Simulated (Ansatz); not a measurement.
# CH5FO: the cost of one run

Method: RKS PBE0-D4/def2-TZVPD; program: Ansatz 0.2.0.

### 1 Starting geometry

8 atoms, charge 0, spin multiplicity 1.

Atoms are counted from 1 here; the program's logs count them from 0.

Bond lengths: O1–H2 0.977 Å, O1–H3 0.970 Å, C4–F5 1.409 Å, C4–H6 1.107 Å, C4–H7 1.107 Å, C4–H8 1.107 Å. Angles: H2–O1–H3 105.2°, F5–C4–H6 108.2°, F5–C4–H7 108.1°, F5–C4–H8 108.1°, H6–C4–H7 110.6°, H6–C4–H8 110.9°, H7–C4–H8 110.8°.

As a file:

```mol
CH5FO
  3D, bonds by distance, orders not assigned

  8  6  0  0  0  0  0  0  0  0999 V2000
    0.4933    0.2199   -1.9008 O   0  0
   -0.2123   -0.2266   -1.3933 H   0  0
    0.2875    0.0424   -2.8320 H   0  0
   -0.0662    0.0280    1.2711 C   0  0
   -0.9502   -0.6355    0.3977 F   0  0
    0.3017   -0.7068    2.0135 H   0  0
   -0.6236    0.8431    1.7724 H   0  0
    0.7697    0.4356    0.6714 H   0  0
  1  2  8  0
  1  3  8  0
  4  5  8  0
  4  6  8  0
  4  7  8  0
  4  8  8  0
M  END
```

This geometry comes from a loose relaxation at PBE in a small basis, which is not shown.

### 5 Setting up the map

First coordinate, separation of F5 and H2 along their line in the relaxed pair: 11 values from 1.689 to 4.289 Å. Second coordinate, sideways slip of O1, H2, H3: 11 values from −2.20 Å.

Nothing else is relaxed (both partners rigid). Energies count from the two partners far apart, frozen as in the relaxed pair, each in its own basis (no counterpoise correction). Points are written as (first, second).

(The set-up runs are not shown.)

### 6 Point (1.962 Å, 0.00 Å)

Contents of input.yaml:

```yaml
crystal:
  periodic: [false, false, false]
  atoms:
    - { symbol: O, position_ang: [0.40909, 0.289265, -1.925087] }
    - { symbol: H, position_ang: [-0.247172, -0.160332, -1.380775] }
    - { symbol: H, position_ang: [0.343174, -0.118343, -2.791105] }
    - { symbol: C, position_ang: [-0.066423, 0.023081, 1.290802] }
    - { symbol: F, position_ang: [-0.938161, -0.59514, 0.4033] }
    - { symbol: H, position_ang: [0.303267, -0.728596, 1.989608] }
    - { symbol: H, position_ang: [-0.613199, 0.801661, 1.82445] }
    - { symbol: H, position_ang: [0.757693, 0.455952, 0.722371] }
basis:
  gaussian: { orbitals: def2-TZVPD }
hamiltonian:
  xc: pbe0
  dispersion: d4
output:
  forces: true
```

On the command line:

```bash
$ ansatz run input.yaml --threads 1 --pin off --max-ram 2560MiB --backend cpu --events-out ev --progress --plain --runs-dir out
```

Q: Estimate wall time and peak memory on 1 thread of Arm Neoverse V2, shared host.

About 3.4 s, with a peak of 0.25 GiB.
